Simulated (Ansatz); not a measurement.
This script makes a ladder of basis sets of CH5NO, SMILES NCO with the Python package of Ansatz (0.2.0).

`ch5no.xyz`
```text
8

N    -0.60350   -0.18030   -0.69260
C     0.25800    0.35130    0.28990
O     0.60180   -0.74470    1.05830
H    -0.07070   -0.79170   -1.28880
H    -0.90100    0.62590   -1.34190
H    -0.21830    1.11790    0.92680
H     1.18030    0.79720   -0.15950
H    -0.15440   -1.23280    1.15210
```

`basis.py`:
```python
"""How the energy of CH5NO converges with the basis."""

import warnings

import ansatz as az

warnings.simplefilter("ignore", az.DeckWarning)

molecule = az.Crystal.molecule_from_extxyz("ch5no.xyz")

base = molecule.calculation().functional("pbe0")

energies = {}
for basis in ["STO-3G", "6-31G", "6-31G*", "def2-SVP", "def2-SVPD", "def2-TZVP", "def2-TZVPP"]:
    r = base.basis(gaussian=basis).run(threads=1, backend="cpu").report
    size = r["n_frozen"] + r["n_occupied"][0] + r["n_virtual"][0]
    energies[basis] = (r["reference_energy_ev"] / 27.211386246, r["free_energy_ev"] / 27.211386246)
    print(f"{basis:14s} {size:4d} orbitals  reference {energies[basis][0]:14.6f} Ha  total {energies[basis][1]:14.6f} Ha")

last = energies["def2-TZVPP"][1]
for basis, (_, total) in energies.items():
    print(f"{basis:14s} lies {27.211386 * (total - last):9.4f} eV above def2-TZVPP")
```

How far does the total energy move along this ladder of basis sets?

Against STO-3G: 6-31G -2201.8 mHa, 6-31G* -2265.0 mHa, def2-SVP -2148.0 mHa, def2-SVPD -2170.5 mHa, def2-TZVP -2350.4 mHa and def2-TZVPP -2354.4 mHa. The last step alone is -3.94 mHa (these two sets differ little on atoms other than hydrogen).

The run itself:

```console
$ python basis.py
STO-3G           20 orbitals  reference    -168.595221 Ha  total    -168.595221 Ha
6-31G            37 orbitals  reference    -170.797039 Ha  total    -170.797039 Ha
6-31G*           55 orbitals  reference    -170.860265 Ha  total    -170.860265 Ha
def2-SVP         67 orbitals  reference    -170.743266 Ha  total    -170.743266 Ha
def2-SVPD       103 orbitals  reference    -170.765685 Ha  total    -170.765685 Ha
def2-TZVP       123 orbitals  reference    -170.945663 Ha  total    -170.945663 Ha
def2-TZVPP      163 orbitals  reference    -170.949605 Ha  total    -170.949605 Ha
STO-3G         lies   64.0661 eV above def2-TZVPP
6-31G          lies    4.1515 eV above def2-TZVPP
6-31G*         lies    2.4311 eV above def2-TZVPP
def2-SVP       lies    5.6148 eV above def2-TZVPP
def2-SVPD      lies    5.0047 eV above def2-TZVPP
def2-TZVP      lies    0.1073 eV above def2-TZVPP
def2-TZVPP     lies    0.0000 eV above def2-TZVPP
```

Reading the output:
- The drop along the ladder measures the basis error, and is no property of the molecule.
- The geometry is a force-field or estimated start, not a minimum of this method, and the last set is no limit. Much of the fall in a total is atomic energy, which cancels in bond and reaction energies.
- Totals across families of basis sets mostly measure their core functions.
- Hardware and time: 8.4 s on 1 thread of AMD EPYC 7R43 64-Core Processor (Zen 3), with other jobs on the host, peak memory 0.29 GiB.
